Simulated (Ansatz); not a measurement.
Input file:

```yaml
crystal:
  periodic: [false, false, false]
  atoms:
    - {symbol: P, position_ang: [0.000000, 0.000000, 0.000000]}
    - {symbol: H, position_ang: [0.000000, 0.000000, 1.400000]}
basis:
  gaussian: {orbitals: "6-31++G**"}
total_charge: -1
magnetization: {spin_polarized: false, initial_magnetization: 3}
correlation: {method: fci, electrons: outside_noble_gas}
```

```sh
$ ansatz run in.yaml --threads 1 --pin off --events-out ev --progress --plain --max-ram 2393MiB
```

The program prints:

```
426 factors; integrals over basis functions are off by at most 2.4e-7 eV
mean field evaluation 1: about -9281.5778 eV, gradient 1.9e1 eV
mean field evaluation 2: about -9281.8200 eV, gradient 1.8e1 eV
mean field evaluation 4: about -9284.5855 eV, gradient 1.1e0 eV
mean field evaluation 8: about -9284.6381 eV, gradient 3.3e-1 eV
mean field evaluation 16: about -9284.6459 eV, gradient 1.4e-3 eV
mean field evaluation 32: about -9284.6458 eV, gradient 1.7e-2 eV
mean field evaluation 64: about -9284.5103 eV, gradient 1.3e0 eV
mean field evaluation 96: about -9283.6469 eV, gradient 6.9e-1 eV
a density is far from that of the atoms, so the factors are made again for it
448 factors; integrals over basis functions are off by at most 5.4e-8 eV
mean field evaluation 128: about -9284.6458 eV, gradient 2.5e-2 eV
mean field evaluation 160: about -9284.6459 eV, gradient 6.7e-6 eV
mean field evaluation 192: about -9283.2576 eV, gradient 1.9e0 eV
mean field evaluation 224: about -9284.6326 eV, gradient 3.8e-1 eV
mean field -9284.64589468 eV, -341.2044432705 hartree, gradient 9.2e-6 eV, S^2 3.750000; 11 other end points of the search recorded, 0 dependent functions left out
mean field evaluation 256: about -9283.9295 eV, gradient 3.9e0 eV
5 core orbitals not correlated: weight in the atoms' cores, before any rotation towards them, 1.000 or more for the frozen orbitals, at most 0.000 for the correlated occupied ones
reference -9284.64589468 eV, -341.2044432705 hartree; 5, 2 occupied and 19, 22 virtual orbitals, 448 factors
state -9287.69168922 eV, -341.3163741555 hartree
Total energy: -9287.69168922 eV, -341.3163741555 hartree
```

Natural occupations: 1.9608 1.9404 0.9933 0.9933 0.9882 0.0373 0.0157 0.0102 0.0102 0.0085 0.0080 0.0080 0.0079 0.0079 0.0036 0.0018 0.0015 0.0008 0.0008 0.0007 0.0007 0.0003 0.0002 0.0001.

Ran on 1 thread of Arm Neoverse V2, shared host: 40 s wall, 0.38 GiB peak host memory.
